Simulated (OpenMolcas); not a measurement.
# A workflow on triplet AlClO

Wanted: a single-point energy (UHF/STO-3G), then a single-point energy (CASSCF(2,2)/STO-3G), then the energy (CASPT2(2,2)/STO-3G), then the energy (SC-NEVPT2(2,2)/STO-3G), then the energy (MRCI(2,2)/STO-3G) of triplet AlClO. 

Program for the calculation: OpenMolcas 26.06.

2 further runs of the same task are left out: 1 that didn't finish, 1 set aside as unsound or not needed.

## (1) Starting point

AlClO: 3 atoms, total charge 0, spin state triplet. As SMILES of the parent species, `[O]=[Al][Cl]`. The shape comes from GFN2-xTB, which is rough for such elements, and wasn't checked as a minimum. That shape belongs to the parent species and isn't relaxed for this state.

Bond lengths: O1–Al2 1.566 Å, Al2–Cl3 2.014 Å. Angles: O1–Al2–Cl3 180.0°.

## (2) The energy at UHF/STO-3G (run 1)

struct.xyz

```xyz
3

O      0.107470     1.694260     0.245960
Al     0.009340     0.147220     0.021380
Cl    -0.116820    -1.841490    -0.267330
```

step1.input

```
&GATEWAY
 BasLib=$CurrDir
 Coord=struct.xyz
 Basis=STO-3G
 Group=NoSym

&SEWARD

&SCF
 UHF
 Spin=3
 Scramble=0.25
 PrOrbitals=1 1
```

The basis set STO-3G is read from a file made from the Basis Set Exchange's data (not shown).

Launch:

```sh
$ export MOLCAS_MEM=1860
$ pymolcas step1.input > step1.log
```

Output:

```text
--- Start Module: gateway ---
[...]
--- Stop Module: gateway /rc=_RC_ALL_IS_WELL_ ---
--- Start Module: seward ---
[...]
      Basis functions           23
--- Stop Module: seward /rc=_RC_ALL_IS_WELL_ ---
--- Start Module: scf ---
[...]
       Convergence after  20 Iterations
[...]
::    Total SCF energy                               -767.3725356130
[...]
      Total spin, S                                     1.0027770725
[...]
      Total electronic charge=   38.000000
      Total            charge=   -0.000000
[...]
      Dipole Moment (debye):
      Origin of the operator (angstrom)=   -0.0271   -0.4275   -0.0621
                   X=  1.6923E-01               Y=  2.6699E+00               Z=  3.8752E-01           Total=  2.7031E+00
      Quadrupole Moment (debye*angstrom):
[...]
--- Stop Module: scf /rc=_RC_ALL_IS_WELL_ ---
[...]
```

It took 2.5 s on 1 thread of Intel Xeon Platinum 8259CL at 2.50GHz (Skylake/Cascade Lake), shared host; peak memory 0.37 GiB.

## (3) The energy at CASSCF(2,2)/STO-3G (run 2)

struct.xyz is that of step 2.

step2.inp

```
* AlClO CASSCF

&gateway
 baslib=$CurrDir
 coord=struct.xyz
 basis=STO-3G
 group=NoSym

&seward

&rasscf
 fileorb=$CurrDir/step1.UnaOrb
 spin=3
 nactel=2 0 0
 inactive=18
 ras2=2
 orblisting=Nothing
 orbappear=Compact
```

The basis set STO-3G is read from a file made from the Basis Set Exchange's data (not shown).

Launch:

```sh
$ export MOLCAS_MEM=1860
$ pymolcas step2.inp > step2.log
```

Output:

```text
--- Start Module: gateway ---
[...]
--- Stop Module: gateway /rc=_RC_ALL_IS_WELL_ ---
--- Start Module: seward ---
[...]
      Basis functions           23
--- Stop Module: seward /rc=_RC_ALL_IS_WELL_ ---
--- Start Module: rasscf ---
[...]
      Number of active orbitals                  2
[...]
      Spin quantum number                      1.0
[...]
      Active orbitals                            2
[...]
      Number of CSFs                             1
[...]
      Number of root(s) required                 1
[...]
      Convergence after 14 iterations
[...]
      printout of CI-coefficients larger than  0.05 for root  1
      energy=    -767.368865
      conf/sym  11     Coeff  Weight
             1  uu   1.00000 1.00000
      Natural orbitals and occupation numbers for root  1
      sym 1:   1.000000   1.000000
      ************************************************************************************************************************
      *                                                    Final results                                                     *
[...]
::    RASSCF root number  1 Total energy:   -767.36886481
[...]
      Total electronic charge=   38.000000
      Total            charge=   -0.000000
[...]
      Dipole Moment (debye):
      Origin of the operator (angstrom)=   -0.0271   -0.4275   -0.0621
                   X=  1.6790E-01               Y=  2.6458E+00               Z=  3.8413E-01           Total=  2.6788E+00
      Quadrupole Moment (debye*angstrom):
[...]
--- Stop Module: rasscf /rc=_RC_ALL_IS_WELL_ ---
[...]
```

It took 2.5 s on 1 thread of Intel Xeon Platinum 8259CL at 2.50GHz (Skylake/Cascade Lake), shared host; peak memory 0.37 GiB.

## (4) A single-point energy at CASPT2(2,2)/STO-3G (run 3)

struct.xyz is that of step 3.

step3.inp

```
* AlClO CASPT2
>>> EXPORT MOLCAS_PRINT=2
&gateway
baslib=$CurrDir
coord=struct.xyz
basis=STO-3G
group=NoSym
&seward
&rasscf
fileorb=$CurrDir/step2.RasOrb
spin=3
nactel=2 0 0
inactive=18
ras2=2
orblisting=Nothing
orbappear=Compact
&caspt2
imaginary=0.1
frozen=11
```

The basis set STO-3G is read from a file made from the Basis Set Exchange's data (not shown).

Launch:

```sh
$ export MOLCAS_MEM=1860
$ pymolcas step3.inp > step3.log
```

Output:

```text
--- Start Module: gateway ---
[...]
--- Stop Module: gateway /rc=_RC_ALL_IS_WELL_ ---
[...]
      Basis functions           23
[...]
--- Start Module: rasscf ---
[...]
      Number of active orbitals                  2
[...]
      Spin quantum number                      1.0
[...]
      Active orbitals                            2
[...]
      Number of CSFs                             1
[...]
      Number of root(s) required                 1
[...]
      Convergence after  4 iterations
[...]
      printout of CI-coefficients larger than  0.05 for root  1
      energy=    -767.368865
      conf/sym  11     Coeff  Weight
             1  uu   1.00000 1.00000
      Natural orbitals and occupation numbers for root  1
      sym 1:   1.000000   1.000000
      ************************************************************************************************************************
      *                                                    Final results                                                     *
[...]
::    RASSCF root number  1 Total energy:   -767.36886481
[...]
      Total electronic charge=   38.000000
      Total            charge=   -0.000000
[...]
      Dipole Moment (debye):
      Origin of the operator (angstrom)=   -0.0271   -0.4275   -0.0621
                   X=  1.6787E-01               Y=  2.6458E+00               Z=  3.8422E-01           Total=  2.6788E+00
      Quadrupole Moment (debye*angstrom):
[...]
--- Stop Module: rasscf /rc=_RC_ALL_IS_WELL_ ---
--- Start Module: caspt2 ---
[...]
      E2 (Variational):          -0.0405329771
      Total energy:            -767.4093977899
[...]
      Reference weight:           0.97569
[...]
::    CASPT2 Root  1     Total energy:   -767.40939779
[...]
--- Stop Module: caspt2 /rc=_RC_ALL_IS_WELL_ ---
[...]
```

Wall time 2.4 s (1 thread of Intel Xeon Platinum 8259CL at 2.50GHz (Skylake/Cascade Lake), shared host); peak memory 0.37 GiB.

## (5) A single-point energy at SC-NEVPT2(2,2)/STO-3G (run 4)

struct.xyz is that of step 4.

step4.inp

```
>>> EXPORT MOLCAS_PRINT=2
&GATEWAY
BasLib
$CurrDir
Coord
struct.xyz
Basis
STO-3G
Group
NoSym
&SEWARD
&RASSCF
FileOrb
$CurrDir/step2.RasOrb
Spin
3
Nactel
2 0 0
Inactive
18
Ras2
2
OrbListing
Nothing
OrbAppear
Compact
&CASPT2
SC-NEVPT2
Frozen
11
```

The basis set STO-3G is read from a file made from the Basis Set Exchange's data (not shown).

Launch:

```sh
$ export MOLCAS_MEM=1860
$ pymolcas step4.inp > step4.log
```

Output:

```text
--- Start Module: gateway ---

                                              &GATEWAY

                       available to each process: 1.9 GB of memory, 1 thread

 Basis Set     1 Label: O.STO-3G
 Basis set is read from library:.
 basistype.tbl is not found

 Basis Set     2 Label: AL.STO-3G
 Basis set is read from library:.
 basistype.tbl is not found

 Basis Set     3 Label: CL.STO-3G
 Basis set is read from library:.
 basistype.tbl is not found

++    Symmetry information:
      ---------------------

[... 213 lines left out ...]
      Note: transformation to natural orbitals
[... 7 lines left out ...]
      Natural orbitals and occupation numbers for root  1
[... 20 lines left out ...]
      Final state energy(ies):
[... 60 lines left out ...]
      Natural orbitals for root   1 are written to the RASORB.1 file
[... 75 lines left out ...]
 Compute H0 matrices for state    1
[... 14 lines left out ...]
--- Stop Module: caspt2 /rc=-6 ---

.########################.
.# Non-zero return code #.
.########################.

    Timing: Wall=2.22 User=1.68 System=0.46
```

Wall time 2.5 s (1 thread of Intel Xeon Platinum 8259CL at 2.50GHz (Skylake/Cascade Lake), shared host); peak memory 0.37 GiB.

The job broke off with an error.

## (6) The energy at MRCI(2,2)/STO-3G (run 5)

struct.xyz is that of step 5.

step5.inp

```
&GATEWAY
BASLIB = $CurrDir
COORD = struct.xyz
BASIS = STO-3G
GROUP = NoSym
&SEWARD
&RASSCF
FILEORB = $CurrDir/step2.RasOrb
SPIN = 3
NACTEL = 2 0 0
INACTIVE = 18
RAS2 = 2
ORBLISTING = Nothing
ORBAPPEAR = Compact
&MOTRA
LUMORB
FROZEN = 11
&GUGA
ELECTRONS = 16
SPIN = 3
INACTIVE = 7
ACTIVE = 2
CIALL = 1
&MRCI
SDCI
```

The basis set STO-3G is read from a file made from the Basis Set Exchange's data (not shown).

Launch:

```sh
$ export MOLCAS_MEM=1860
$ pymolcas step5.inp > step5.log
```

Output:

```text
--- Start Module: gateway ---
[...]
--- Stop Module: gateway /rc=_RC_ALL_IS_WELL_ ---
[...]
      Basis functions           23
[...]
      Number of active orbitals                  2
[...]
      Spin quantum number                      1.0
[...]
      Active orbitals                            2
[...]
      Number of CSFs                             1
[...]
      Number of root(s) required                 1
[...]
      Convergence after  4 iterations
[...]
      printout of CI-coefficients larger than  0.05 for root  1
      energy=    -767.368865
      conf/sym  11     Coeff  Weight
             1  uu   1.00000 1.00000
      Natural orbitals and occupation numbers for root  1
      sym 1:   1.000000   1.000000
      ************************************************************************************************************************
      *                                                    Final results                                                     *
[...]
::    RASSCF root number  1 Total energy:   -767.36886481
[...]
      Dipole Moment (debye):
      Origin of the operator (angstrom)=   -0.0271   -0.4275   -0.0621
                   X=  1.6787E-01               Y=  2.6458E+00               Z=  3.8422E-01           Total=  2.6788E+00
      Quadrupole Moment (debye*angstrom):
[...]
--- Start Module: guga ---
[...]
--- Stop Module: guga /rc=_RC_ALL_IS_WELL_ ---
--- Start Module: mrci ---
[...]
       (But an ACPF correction will be computed)
       USE THE DEFAULT ACPF G-VALUE GFAC=  0.12500000000000000
[...]
                      CI ENERGY:  -767.42062821
[...]
                ACPF CORRECTION:    -0.00265472
[...]
      Total electronic charge=   38.000000
      Total            charge=   -0.000000
[...]
     ACPF CORRECTION:     -0.00265472
[...]
  CI State   1     Total energy:   -767.42062821     QDav:     -0.00305636     QACPF:     -0.00265472
[...]
```

Wall time 2.8 s (1 thread of Intel Xeon Platinum 8259CL at 2.50GHz (Skylake/Cascade Lake), shared host); peak memory 0.37 GiB.

## (7) Summary of results

```
                                                 quantity                value
                          run 1, UHF/STO-3G: total energy        -767.37254 Eh
                         run 1, UHF/STO-3G: dipole moment               2.70 D
    run 1, UHF/STO-3G: HOMO energy (highest over α and β)             -2.46 eV
     run 1, UHF/STO-3G: LUMO energy (lowest over α and β)              6.61 eV
                                  run 1, UHF/STO-3G: ⟨S²⟩                2.008
                  run 2, CASSCF(2,2)/STO-3G: total energy        -767.36886 Eh
run 2, CASSCF(2,2)/STO-3G: dipole moment (CASSCF density)               2.68 D
                  run 3, CASPT2(2,2)/STO-3G: total energy        -767.40940 Eh
run 3, CASPT2(2,2)/STO-3G: dipole moment (CASSCF density)               2.68 D
                    run 5, MRCI(2,2)/STO-3G: total energy        -767.42063 Eh
  run 5, MRCI(2,2)/STO-3G: dipole moment (CASSCF density)               2.68 D
                             run 4, SC-NEVPT2(2,2)/STO-3G  no result (crashed)
```

What this shows: Mulliken charges (run 1, UHF/STO-3G) run from -0.54 on Cl3 to +0.90 on Al2; they depend strongly on the basis. Mulliken charges (run 2, CASSCF(2,2)/STO-3G) run from -0.55 on Cl3 to +0.92 on Al2. Mulliken charges (run 3, CASPT2(2,2)/STO-3G) of the CASSCF density run from -0.55 on Cl3 to +0.92 on Al2; they depend strongly on the basis. 1 of the 5 runs did not end normally.
